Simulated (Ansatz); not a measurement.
Relaxation of CH5AlO (8 atoms, charge 0, multiplicity 1), to a largest force component of 0.02 eV/Å in at most 40 steps.

Computed with RKS PBE0/def2-SVP in Ansatz 0.2.0.

```xyz
8
Properties=species:S:1:pos:R:3:forces:R:3
Al 0.000 0.000 0.000 1.20 0.14 0.08
C 0.000 0.000 1.970 -0.03 -0.14 -0.42
H -1.000 -0.309 2.341 0.30 0.14 0.04
H 0.768 -0.711 2.341 -0.18 0.29 0.09
H 0.232 1.020 2.341 -0.03 -0.30 0.08
O 1.542 0.000 -0.890 -0.58 -2.22 0.30
H 1.841 -0.952 -1.045 -0.37 2.07 0.17
H -1.351 0.000 -0.780 -0.30 0.02 -0.34
```

**Question.** Where does it end, and by what steps?

**Answer.** The forces met the threshold. The force dipped under the threshold on the way, but the program's further checks kept it going. After 18 steps the energy has fallen by 0.352 eV; O6 moved furthest, 0.61 Å.

| step | energy less start (eV) | largest force component (eV/Å) | accepted |
| --- | --- | --- | --- |
| 0 | 0.0000 | 2.221 | yes |
| 1 | -0.1118 | 0.979 | yes |
| 2 | -0.1573 | 0.350 | yes |
| 3 | -0.2003 | 0.766 | yes |
| 4 | -0.2324 | 0.856 | yes |
| 5 | -0.3099 | 0.246 | yes |
| 6 | -0.3465 | 0.098 | yes |
| 7 | -0.3496 | 0.051 | yes |
| 8 | -0.3468 | 0.438 | no |
| 9 | -0.3505 | 0.011 | yes |
| 10 | -0.3507 | 0.083 | yes |
| 11 | -0.3509 | 0.029 | yes |
| 12 | -0.3510 | 0.029 | yes |
| 13 | -0.3506 | 0.134 | no |
| 14 | -0.3514 | 0.015 | yes |
| 15 | -0.3509 | 0.137 | no |
| 16 | -0.3516 | 0.014 | yes |
| 17 | -0.3515 | 0.066 | no |
| 18 | -0.3517 | 0.012 | yes |

```xyz
8
Properties=species:S:1:pos:R:3
Al -0.071 -0.020 -0.026
C 0.038 -0.024 1.924
H -0.817 -0.568 2.361
H 0.962 -0.473 2.322
H -0.024 1.008 2.313
O 1.221 -0.499 -1.036
H 2.082 -0.816 -0.760
H -1.360 0.442 -0.823
```

Whether the end is a true minimum wasn't checked by a vibrational analysis.

The run took 34 s on 1 thread of Arm Neoverse V2, with other jobs on the host, peak memory 0.14 GiB.
